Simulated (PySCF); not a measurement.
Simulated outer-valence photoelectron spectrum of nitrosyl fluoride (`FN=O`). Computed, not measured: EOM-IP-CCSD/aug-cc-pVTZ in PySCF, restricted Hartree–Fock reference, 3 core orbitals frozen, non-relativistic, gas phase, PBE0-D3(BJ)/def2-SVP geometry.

Each root has a Gaussian of 0.8 eV full width with its one-hole share as area; cross sections and vibrations are left out, and the highest printed point is 100.

| ionisation energy (eV) | intensity |
| --- | --- |
| 11.8 | 0 |
| 12.0 | 1 |
| 12.2 | 4 |
| 12.4 | 14 |
| 12.6 | 31 |
| 12.8 | 49 |
| 13.0 | 55 |
| 13.2 | 44 |
| 13.4 | 24 |
| 13.6 | 10 |
| 13.8 | 3 |
| 14.0 | 3 |
| 14.2 | 10 |
| 14.4 | 29 |
| 14.6 | 58 |
| 14.8 | 88 |
| 15.0 | 100 |
| 15.2 | 85 |
| 15.4 | 54 |
| 15.6 | 25 |
| 15.8 | 9 |
| 16.0 | 2 |
| 16.2 | 0 |
| 16.4 | 0 |
| 16.6 | 0 |
| 16.8 | 0 |
| 17.0 | 0 |
| 17.2 | 0 |
| 17.4 | 0 |
| 17.6 | 0 |
| 17.8 | 0 |
| 18.0 | 0 |
| 18.2 | 0 |
| 18.4 | 0 |
| 18.6 | 1 |
| 18.8 | 4 |
| 19.0 | 12 |
| 19.2 | 28 |
| 19.4 | 46 |
| 19.6 | 54 |
| 19.8 | 44 |
| 20.0 | 26 |
| 20.2 | 11 |
| 20.4 | 3 |
| 20.6 | 1 |

Task: Where are the maxima, and how many lines lie under the curve?

Result: 3 maxima, at 13.0, 15.0 and 19.6 eV, from 4 lines. At this width some lines have no maximum of their own.

Task: List the lines with their holes.

Result: 
```json
{"E (eV)": "12.97", "leading hole (HF orbital)": "HOMO", "area": "0.95", "Koopmans (eV)": "14.08"}
{"E (eV)": "14.85", "leading hole (HF orbital)": "HOMO-2", "area": "0.94", "Koopmans (eV)": "17.40"}
{"E (eV)": "15.13", "leading hole (HF orbital)": "HOMO-1", "area": "0.94", "Koopmans (eV)": "17.07"}
{"E (eV)": "19.59", "leading hole (HF orbital)": "HOMO-3", "area": "0.93", "Koopmans (eV)": "20.36"}
```

The widest gap, 4.46 eV, lies between 15.13 and 19.59 eV. Only orbitals with −ε under 21 eV, eight at most, were ionised, so the high end of the curve may lack lines.

Time: 11 min of wall time; peak memory 2.6 GiB. Hardware: an Intel Xeon Platinum 8488C with one thread, on a shared host.
